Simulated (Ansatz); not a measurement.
**CH₅ (doublet): the correlation ladder at distance C1–H5 along a hydrogen transfer = 1.090 Å, 6-31G**

How much of the correlation energy of CH₅ (doublet) does each wave-function method recover here?

Computed with Ansatz 0.2.0, Gaussian basis. Level: 6-31G, core rule «outside noble gas», up to 1 orbitals frozen.

Plan: UHF; CCSD(T) on ROHF; CCSD(T) on UHF; BCCD(T) on ROHF; CISD; CCSDT(Q) on ROHF; CCSDT(Q) on UHF; CCSDTQ on ROHF; CASSCF and MRCISD+Q, 3 electrons in 3 orbitals; CASSCF and NEVPT2, 3 electrons in 3 orbitals; CASSCF and MRCISD+Q, 9 electrons in 9 orbitals; CASSCF and MRCISD+Q(relaxed), 9 electrons in 9 orbitals; CASSCF and NEVPT2, 9 electrons in 9 orbitals; Full CI.

10 further runs of the same task are left out: 10 set aside as unsound or not needed.

**1. What is computed**

The geometry derives from fragments relaxed apart (PBE0/def2-TZVP) and kept rigid, so it is no stationary point. A hydrogen atom is moved between rigid fragments.

6 atoms, charge 0, spin multiplicity 2.

Atoms are counted from 1 here; the program's logs count them from 0.

Bond lengths: C1–H2 1.090 Å, C1–H3 1.090 Å, C1–H4 1.090 Å, C1–H5 1.090 Å. Angles: H2–C1–H3 109.5°, H2–C1–H4 109.5°, H2–C1–H5 109.5°, H3–C1–H4 109.5°, H3–C1–H5 109.5°, H4–C1–H5 109.5°.

**2. UHF**

Input file in.yaml:

```yaml
crystal:
  periodic: [false, false, false]
  atoms:
    - {symbol: C, position_ang: [-0.124970, 0.000000, 0.000000]}
    - {symbol: H, position_ang: [-0.488176, 1.027301, 0.000000]}
    - {symbol: H, position_ang: [-0.488176, -0.513650, 0.889668]}
    - {symbol: H, position_ang: [-0.488176, -0.513650, -0.889669]}
    - {symbol: H, position_ang: [0.964647, 0.000000, 0.000000]}
    - {symbol: H, position_ang: [1.989030, 0.000000, 0.000000]}
basis:
  gaussian: {orbitals: 6-31G}
magnetization: {spin_polarized: true, initial_magnetization: 1}
hamiltonian: {xc: hf}
output: {orbitals: {seedname: orbitals}}
```

Command:

```bash
> ansatz run in.yaml --threads 1 --pin off --events-out ev --progress --plain --max-ram 2393MiB
```

The runs that follow: CCSD(T) on ROHF; CCSD(T) on UHF; BCCD(T) on ROHF; CISD; CCSDT(Q) on ROHF; CCSDT(Q) on UHF; CCSDTQ on ROHF; CASSCF and MRCISD+Q, 3 electrons in 3 orbitals; CASSCF and NEVPT2, 3 electrons in 3 orbitals; CASSCF and MRCISD+Q, 9 electrons in 9 orbitals; CASSCF and MRCISD+Q(relaxed), 9 electrons in 9 orbitals; CASSCF and NEVPT2, 9 electrons in 9 orbitals; Full CI.

**Question.** What will the summary of the whole plan be? Wanted: FCI below the RHF energy; RMP2 from FCI; UMP2 from FCI; RCCSD from FCI; RCCSD(T) from FCI; UCCSD(T) from FCI; RCCSDT(Q) from FCI; UCCSDT(Q) from FCI; NEVPT2 pair from FCI.

As calculated:

| quantity | value |
| --- | --- |
| FCI below the RHF energy | -3.4822 eV |
| RMP2 from FCI | +14.29 kcal/mol |
| UMP2 from FCI | +14.23 kcal/mol |
| RCCSD from FCI | +1.36 kcal/mol |
| RCCSD(T) from FCI | +0.22 kcal/mol |
| UCCSD(T) from FCI | +0.23 kcal/mol |
| RCCSDT(Q) from FCI | 0.00 kcal/mol |
| UCCSDT(Q) from FCI | 0.00 kcal/mol |
| NEVPT2 pair from FCI | +12.15 kcal/mol |
| NEVPT2 valence from FCI | +6.15 kcal/mol |
| MRCISD+Q valence from FCI | +0.04 kcal/mol |
| levels within 1 kcal/mol (43 meV) | RCCSD(T), UCCSD(T), BCCD(T), RCCSDT, UCCSDT, RCCSDT(Q), UCCSDT(Q), RCCSDTQ, MRCISD valence, MRCISD+Q valence, MRCISD+Q(relaxed) valence |
| T1 diagnostic | 0.016 |
| effectively unpaired electrons | 1.02 |

What this shows: RCCSD(T) misses by +0.22 kcal/mol, 0.3 % of the correlation energy. MRCISD+Q(relaxed) valence falls below full CI: the +Q correction isn't variational, and the cores differ from full CI's. One determinant dominates. Of the multireference levels listed MRCISD+Q valence comes nearest in total energy (+0.04 kcal/mol), which doesn't show that its space is the better one. These misses are within one basis, not against nature; the frozen cores of restricted and unrestricted runs differ, which can shift their rows.
